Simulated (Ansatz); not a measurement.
# H3OPSi: up Jacob's ladder to CCSD(T)

One table from this session's results is given with a row withheld; the runs are named, their logs left out.

Computed with Ansatz 0.2.0, Gaussian basis. Level: functionals in def2-TZVPP, the program's frozen cores in correlated methods.

Plan: LDA (SPW92), PBE-D4, revPBE-D4, BLYP-D4, r2SCAN-D4, B97M-V, PBE0-D4, B3LYP-D4, r2SCANh-D4, r2SCAN0-D4, HSE06-D4, BHLYP-D4, CAM-B3LYP-D4, LC-ωPBE, ωB97X-V, ωB97M-V, B2PLYP, PBE-QIDH; CCSD(T)/def2-SVP; CCSD(T)/def2-TZVPP; MP2/def2-QZVPP; extrapolation to the limit; RPA on PBE.

**The relaxed structure**

An earlier PBE0-D4 in a triple-zeta def2 set relaxation fixed the geometry.

SMILES `O1[SiH2]P1`, 6 atoms, charge 0, spin multiplicity 1.

Atoms are counted from 1 here; the program's logs count them from 0.

Bond lengths: O1–Si2 1.670 Å, O1–P3 1.734 Å, Si2–P3 2.153 Å, Si2–H4 1.478 Å, Si2–H5 1.479 Å, P3–H6 1.434 Å. Angles: Si2–O1–P3 78.4°, O1–Si2–P3 52.1°, O1–Si2–H4 115.4°, O1–Si2–H5 115.1°, P3–Si2–H4 121.9°, P3–Si2–H5 123.0°, H4–Si2–H5 113.2°, O1–P3–Si2 49.5°, O1–P3–H6 98.4°, Si2–P3–H6 94.4°.

The first run:

in.yaml

```yaml
crystal:
  periodic: [false, false, false]
  atoms:
    - {symbol: O, position_ang: [0.820512, -0.969898, 0.177253]}
    - {symbol: Si, position_ang: [-0.283767, -0.020402, -0.640027]}
    - {symbol: P, position_ang: [-0.132270, -0.343557, 1.483008]}
    - {symbol: H, position_ang: [-1.258480, -0.755030, -1.474240]}
    - {symbol: H, position_ang: [0.287417, 1.164347, -1.316615]}
    - {symbol: H, position_ang: [0.608588, 0.860441, 1.724419]}
basis:
  gaussian: {orbitals: def2-TZVPP}
hamiltonian: {xc: lda}
output: {orbitals: {seedname: orbitals}}
```

Run with:

```
$ ansatz run in.yaml --threads 2 --pin off --events-out ev --progress --plain --max-ram 4352MiB
```

Among the steps run: LDA; PBE-D4 (GGA); revPBE-D4 (GGA); BLYP-D4 (GGA); r2SCAN-D4 (meta-GGA); B97M-V (meta-GGA); PBE0-D4 (hybrid); B3LYP-D4 (hybrid); r2SCANh-D4 (hybrid); r2SCAN0-D4 (hybrid); HSE06-D4 (hybrid); BHLYP-D4 (hybrid); CAM-B3LYP-D4 (range-separated); LC-ωPBE (range-separated); ωB97X-V (range-separated); ωB97M-V (range-separated); B2PLYP (double hybrid); PBE-QIDH (double hybrid).

One table of the session follows, with a row left open; its other results are not shown here.

It belongs to the step «Frontier levels by functional». 

```
  functional  HOMO (eV)  gap (eV)
 LDA (SPW92)      -6.28      4.20
      PBE-D4      -6.16      4.26
   revPBE-D4      -6.11      4.29
     BLYP-D4      -5.99      4.24
   r2SCAN-D4      -6.37      4.69
      B97M-V      -6.45      4.71
     PBE0-D4      -7.25      6.22
    B3LYP-D4      -7.03      5.80
  r2SCANh-D4      -6.78      5.41
  r2SCAN0-D4      -7.39      6.48
    HSE06-D4      -6.86      5.45
    BHLYP-D4      -8.20      8.08
CAM-B3LYP-D4      -8.49      8.49
     LC-ωPBE      -9.80     10.89
     ωB97X-V          ?         ?
     ωB97M-V      -9.30     10.09
```

**Question.** Estimate the row for ωB97X-V.

The run gave: HOMO (eV): -9.47; gap (eV): 10.48. In the column «HOMO (eV)» it lies between LC-ωPBE (-9.80) and ωB97M-V (-9.30).
